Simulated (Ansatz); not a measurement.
The input, for Ansatz 0.2.0:

```yaml
crystal:
  periodic: [false, false, false]
  atoms:
    - {symbol: Br, position_ang: [0.000000, 0.000000, -1.730200]}
    - {symbol: H, position_ang: [0.000000, 0.000000, -0.309600]}
    - {symbol: Br, position_ang: [0.000000, 0.000000, 2.039800]}
basis:
  gaussian: {orbitals: cc-pVTZ}
magnetization: {spin_polarized: true, initial_magnetization: 1}
hamiltonian: {xc: {name: revPBE}}
```

```sh
$ ansatz run in.yaml --threads 1 --pin off --events-out ev --progress --plain --max-ram 4096MiB --backend cpu
```

Log:

```
808 factors; their error is unknown
mean field evaluation 1: about -140098.0648 eV, gradient 9.0e0 eV
mean field evaluation 2: about -140091.6888 eV, gradient 2.3e1 eV
mean field evaluation 4: about -140098.1982 eV, gradient 4.7e0 eV
mean field evaluation 8: about -140098.4271 eV, gradient 8.5e-1 eV
mean field evaluation 16: about -140098.4276 eV, gradient 1.8e-3 eV
mean field evaluation 32: about -140098.4276 eV, gradient 3.3e-2 eV
mean field evaluation 64: about -140098.3370 eV, gradient 3.1e0 eV
mean field evaluation 96: about -140098.0747 eV, gradient 6.0e0 eV
mean field -140098.42755171 eV, -5148.5222504004 hartree, gradient 7.4e-6 eV, S^2 0.752212; 9 other end points of the search recorded, 0 dependent functions left out
reference -140098.42758908 eV, -5148.5222517737 hartree; 36, 35 occupied and 64, 65 virtual orbitals, 808 factors
Total energy: -140098.42758908 eV, -5148.5222517737 hartree
```

Ran on 1 thread of AMD EPYC 7R13, shared host: 17 s wall, 0.23 GiB peak host memory.
